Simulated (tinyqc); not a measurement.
Inside a calculation. Method: ROHF in the sto-3g basis, for BH2, spin multiplicity 2. One step of it, computed by the program tinyqc.

Question. Iteration 1: building the Fock matrix. J_ij = sum D_kl (ij|kl) with D = D(alpha) + D(beta), K_ij = sum D_kl (ik|jl) for each spin; F = H + J - K(s); E = tr D H + tr D J / 2 - 0.5 sum_s tr D(s) K(s) + E_nn.

D(alpha) at the start:
```
            1B 1s      1B 2s    1B 2px     1B 2py     1B 2pz      2H 1s      3H 1s
1B 1s    1.241224  -0.312640  0.000000  -0.000292   0.006676  -0.020465  -0.020709
1B 2s   -0.312640   1.169811  0.000000   0.000891  -0.020987   0.075749   0.076694
1B 2px   0.000000   0.000000  0.183033   0.000000   0.000000   0.000000   0.000000
1B 2py  -0.000292   0.000891  0.000000   0.156601   0.000205   0.029503  -0.029351
1B 2pz   0.006676  -0.020987  0.000000   0.000205   0.177193   0.012440   0.012383
2H 1s   -0.020465   0.075749  0.000000   0.029503   0.012440   0.547858   0.008593
3H 1s   -0.020709   0.076694  0.000000  -0.029351   0.012383   0.008593   0.546853
```

D(beta) at the start:
```
            1B 1s      1B 2s    1B 2px     1B 2py     1B 2pz      2H 1s      3H 1s
1B 1s    0.930918  -0.234480  0.000000  -0.000219   0.005007  -0.015349  -0.015532
1B 2s   -0.234480   0.877358  0.000000   0.000668  -0.015741   0.056812   0.057521
1B 2px   0.000000   0.000000  0.137275   0.000000   0.000000   0.000000   0.000000
1B 2py  -0.000219   0.000668  0.000000   0.117451   0.000154   0.022127  -0.022013
1B 2pz   0.005007  -0.015741  0.000000   0.000154   0.132895   0.009330   0.009287
2H 1s   -0.015349   0.056812  0.000000   0.022127   0.009330   0.410893   0.006445
3H 1s   -0.015532   0.057521  0.000000  -0.022013   0.009287   0.006445   0.410140
```

core Hamiltonian H = T + V (hartree):
```
             1B 1s      1B 2s     1B 2px     1B 2py     1B 2pz      2H 1s      3H 1s
1B 1s   -13.025960  -3.377172   0.000000   0.000390  -0.010013  -0.407177  -0.432846
1B 2s    -3.377172  -4.110267   0.000000   0.003205  -0.096890  -1.143092  -1.191897
1B 2px    0.000000   0.000000  -3.264628   0.000000   0.000000   0.000000   0.000000
1B 2py    0.000390   0.003205   0.000000  -3.387470   0.001247  -1.034689   1.070663
1B 2pz   -0.010013  -0.096890   0.000000   0.001247  -3.292315  -0.502799  -0.520089
2H 1s    -0.407177  -1.143092   0.000000  -1.034689  -0.502799  -2.400933  -0.126645
3H 1s    -0.432846  -1.191897   0.000000   1.070663  -0.520089  -0.126645  -2.432498
```

Two-electron integrals (ij|kl) in chemists' order, unique and non-zero (hartree):
```
(11|11) 2.923513    (21|11) 0.518376    (21|21) 0.109262    (22|11) 0.744229
(22|21) 0.193177    (22|22) 0.544804    (31|31) 0.020264    (32|31) 0.029996
(32|32) 0.120346    (33|11) 0.742491    (33|21) 0.193240    (33|22) 0.544682
(33|33) 0.586773    (41|41) 0.020264    (42|41) 0.029996    (42|42) 0.120346
(43|43) 0.031630    (44|11) 0.742491    (44|21) 0.193240    (44|22) 0.544682
(44|33) 0.523513    (44|44) 0.586773    (51|51) 0.020264    (52|51) 0.029996
(52|52) 0.120346    (53|53) 0.031630    (54|54) 0.031630    (55|11) 0.742491
(55|21) 0.193240    (55|22) 0.544682    (55|33) 0.523513    (55|44) 0.523513
(55|55) 0.586773    (61|11) 0.061365    (61|21) 0.012895    (61|22) 0.022902
(61|33) 0.022802    (61|41) 0.000812    (61|42) 0.001514    (61|44) 0.023057
(61|51) 0.000385    (61|52) 0.000719    (61|54) 0.000121    (61|55) 0.022860
(61|61) 0.001566    (62|11) 0.172343    (62|21) 0.045570    (62|22) 0.144708
(62|33) 0.140370    (62|41) 0.004477    (62|42) 0.029201    (62|44) 0.150870
(62|51) 0.002126    (62|52) 0.013864    (62|54) 0.004985    (62|55) 0.142737
(62|61) 0.005738    (62|62) 0.057194    (63|31) 0.004192    (63|32) 0.020464
(63|43) 0.005206    (63|53) 0.002472    (63|63) 0.005654    (64|11) 0.155328
(64|21) 0.041567    (64|22) 0.139175    (64|33) 0.131976    (64|41) 0.007611
(64|42) 0.045536    (64|44) 0.151385    (64|51) 0.001623    (64|52) 0.011904
(64|54) 0.006744    (64|55) 0.134004    (64|61) 0.005438    (64|62) 0.064019
(64|64) 0.075849    (65|11) 0.073750    (65|21) 0.019736    (65|22) 0.066080
(65|33) 0.062662    (65|41) 0.001623    (65|42) 0.011904    (65|44) 0.066934
(65|51) 0.004962    (65|52) 0.026116    (65|54) 0.007234    (65|55) 0.068568
(65|61) 0.002582    (65|62) 0.030396    (65|64) 0.033329    (65|65) 0.021478
(66|11) 0.347705    (66|21) 0.093531    (66|22) 0.337342    (66|33) 0.318704
(66|41) 0.009954    (66|42) 0.088745    (66|44) 0.363928    (66|51) 0.004726
(66|52) 0.042136    (66|54) 0.021473    (66|55) 0.328899    (66|61) 0.011898
(66|62) 0.179782    (66|64) 0.217074    (66|65) 0.103066    (66|66) 0.774606
(71|11) 0.065226    (71|21) 0.013707    (71|22) 0.024346    (71|33) 0.024238
(71|41) -0.000865   (71|42) -0.001613   (71|44) 0.024513    (71|51) 0.000411
(71|52) 0.000766    (71|54) -0.000131   (71|55) 0.024300    (71|61) 0.001590
(71|62) 0.005555    (71|64) 0.004878    (71|65) 0.002515    (71|66) 0.011375
(71|71) 0.001770    (72|11) 0.180267    (72|21) 0.047651    (72|22) 0.150943
(72|33) 0.146434    (72|41) -0.004689   (72|42) -0.030369   (72|44) 0.157350
(72|51) 0.002226    (72|52) 0.014416    (72|54) -0.005182   (72|55) 0.148894
(72|61) 0.005464    (72|62) 0.035652    (72|64) 0.030683    (72|65) 0.018557
(72|66) 0.082697    (72|71) 0.006380    (72|72) 0.061662    (73|31) 0.004425
(73|32) 0.021503    (73|43) -0.005440   (73|53) 0.002582    (73|63) 0.003098
(73|73) 0.006170    (74|11) -0.161340   (74|21) -0.043168   (74|22) -0.144207
(74|33) -0.136715   (74|41) 0.007997    (74|42) 0.047486    (74|44) -0.156924
(74|51) -0.001696   (74|52) -0.012335   (74|54) 0.007011    (74|55) -0.138818
(74|61) -0.004761   (74|62) -0.030395   (74|64) -0.024116   (74|65) -0.015603
(74|66) -0.069579   (74|71) -0.006011   (74|72) -0.068615   (74|74) 0.080966
(75|11) 0.076589    (75|21) 0.020492    (75|22) 0.068455    (75|33) 0.064899
(75|41) -0.001696   (75|42) -0.012335   (75|44) 0.069328    (75|51) 0.005230
(75|52) 0.027358    (75|54) -0.007542   (75|55) 0.071062    (75|61) 0.002458
(75|62) 0.018463    (75|64) 0.015654    (75|65) 0.012494    (75|66) 0.044316
(75|71) 0.002853    (75|72) 0.032572    (75|74) -0.035506   (75|75) 0.023025
(76|11) 0.017701    (76|21) 0.004672    (76|22) 0.014814    (76|33) 0.014428
(76|41) 3.27e-06    (76|42) 0.000030    (76|44) 0.014904    (76|51) 0.000393
(76|52) 0.002530    (76|54) 0.000006    (76|55) 0.015096    (76|61) 0.000566
(76|62) 0.004686    (76|64) 0.004631    (76|65) 0.002732    (76|66) 0.012744
(76|71) 0.000601    (76|72) 0.004843    (76|74) -0.004740   (76|75) 0.002811
(76|76) 0.000509    (77|11) 0.353998    (77|21) 0.095210    (77|22) 0.342544
(77|33) 0.323395    (77|41) -0.010288   (77|42) -0.090844   (77|44) 0.369873
(77|51) 0.004884    (77|52) 0.043124    (77|54) -0.022063   (77|55) 0.333869
(77|61) 0.010887    (77|62) 0.080363    (77|64) 0.068174    (77|65) 0.043325
(77|66) 0.195012    (77|71) 0.012890    (77|72) 0.187538    (77|74) -0.225280
(77|75) 0.106941    (77|76) 0.012744    (77|77) 0.774606
```

nuclear repulsion = 3.71941996 hartree

Give: Coulomb J; exchange K(alpha); exchange K(beta); F(alpha); F(beta); total energy of this density.

Answer.

Coulomb J (hartree):
```
          1B 1s    1B 2s  1B 2px   1B 2py   1B 2pz   2H 1s    3H 1s
1B 1s    8.7749   1.7910  0.0000  -0.0003   0.0094  0.2126   0.2260
1B 2s    1.7910   3.7753  0.0000  -0.0021   0.0859  1.0356   1.0800
1B 2px   0.0000   0.0000  3.7320   0.0000   0.0000  0.0000   0.0000
1B 2py  -0.0003  -0.0021  0.0000   3.8270  -0.0006  1.0118  -1.0484
1B 2pz   0.0094   0.0859  0.0000  -0.0006   3.7534  0.4913   0.5089
2H 1s    0.2126   1.0356  0.0000   1.0118   0.4913  2.6784   0.1050
3H 1s    0.2260   1.0800  0.0000  -1.0484   0.5089  0.1050   2.7064
```

exchange K(alpha) (hartree):
```
          1B 1s    1B 2s  1B 2px   1B 2py   1B 2pz   2H 1s    3H 1s
1B 1s    3.4437   0.6281  0.0000  -0.0004   0.0043  0.0826   0.0878
1B 2s    0.6281   0.8255  0.0000  -0.0027   0.0391  0.3162   0.3289
1B 2px   0.0000   0.0000  0.2785   0.0000   0.0000  0.0000   0.0000
1B 2py  -0.0004  -0.0027  0.0000   0.3679  -0.0012  0.1976  -0.2048
1B 2pz   0.0043   0.0391  0.0000  -0.0012   0.2985  0.0973   0.1006
2H 1s    0.0826   0.3162  0.0000   0.1976   0.0973  0.5483   0.0642
3H 1s    0.0878   0.3289  0.0000  -0.2048   0.1006  0.0642   0.5555
```

exchange K(beta) (hartree):
```
          1B 1s    1B 2s  1B 2px   1B 2py   1B 2pz   2H 1s    3H 1s
1B 1s    2.5828   0.4711  0.0000  -0.0003   0.0032  0.0619   0.0659
1B 2s    0.4711   0.6191  0.0000  -0.0020   0.0293  0.2371   0.2467
1B 2px   0.0000   0.0000  0.2088   0.0000   0.0000  0.0000   0.0000
1B 2py  -0.0003  -0.0020  0.0000   0.2759  -0.0009  0.1482  -0.1536
1B 2pz   0.0032   0.0293  0.0000  -0.0009   0.2239  0.0730   0.0755
2H 1s    0.0619   0.2371  0.0000   0.1482   0.0730  0.4113   0.0481
3H 1s    0.0659   0.2467  0.0000  -0.1536   0.0755  0.0481   0.4166
```

F(alpha) (hartree):
```
          1B 1s    1B 2s  1B 2px   1B 2py   1B 2pz    2H 1s    3H 1s
1B 1s   -7.6947  -2.2143  0.0000   0.0004  -0.0049  -0.2771  -0.2946
1B 2s   -2.2143  -1.1604  0.0000   0.0038  -0.0501  -0.4236  -0.4408
1B 2px   0.0000   0.0000  0.1889   0.0000   0.0000   0.0000   0.0000
1B 2py   0.0004   0.0038  0.0000   0.0717   0.0019  -0.2205   0.2270
1B 2pz  -0.0049  -0.0501  0.0000   0.0019   0.1625  -0.1088  -0.1117
2H 1s   -0.2771  -0.4236  0.0000  -0.2205  -0.1088  -0.2708  -0.0859
3H 1s   -0.2946  -0.4408  0.0000   0.2270  -0.1117  -0.0859  -0.2816
```

F(beta) (hartree):
```
          1B 1s    1B 2s  1B 2px   1B 2py   1B 2pz    2H 1s    3H 1s
1B 1s   -6.8338  -2.0572  0.0000   0.0003  -0.0039  -0.2565  -0.2727
1B 2s   -2.0572  -0.9540  0.0000   0.0032  -0.0404  -0.3446  -0.3586
1B 2px   0.0000   0.0000  0.2585   0.0000   0.0000   0.0000   0.0000
1B 2py   0.0003   0.0032  0.0000   0.1636   0.0016  -0.1710   0.1758
1B 2pz  -0.0039  -0.0404  0.0000   0.0016   0.2372  -0.0844  -0.0866
2H 1s   -0.2565  -0.3446  0.0000  -0.1710  -0.0844  -0.1338  -0.0698
3H 1s   -0.2727  -0.3586  0.0000   0.1758  -0.0866  -0.0698  -0.1427
```

total energy of this density = -25.127105 hartree

This density is the starting one; it is not idempotent, so its energy is not variational and may lie below the converged one.
